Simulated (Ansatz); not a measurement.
Base system: InSb in the zinc blende structure (space group F-43m, No. 216; a = 6.5191 Å).

Calculations: PBEsol (Ansatz, an electronic-structure program; PAW; 420 eV plane waves; no spin-orbit coupling).

| level | lattice parameter a |
|---|---|
| PBEsol | 6.519 Å |

Task: What does experiment give, and how far off is each level?

Result: Measured: lattice parameter a 6.468 Å (static lattice; corrected from measurement; as listed in Daniel Mejia-Rodriguez, S. B. Trickey, Phys. Rev. B (2018)). Computed minus measured — lattice parameter a: PBEsol +0.8 %.

Stability against distortions was not tested. All final runs are without spin polarisation.
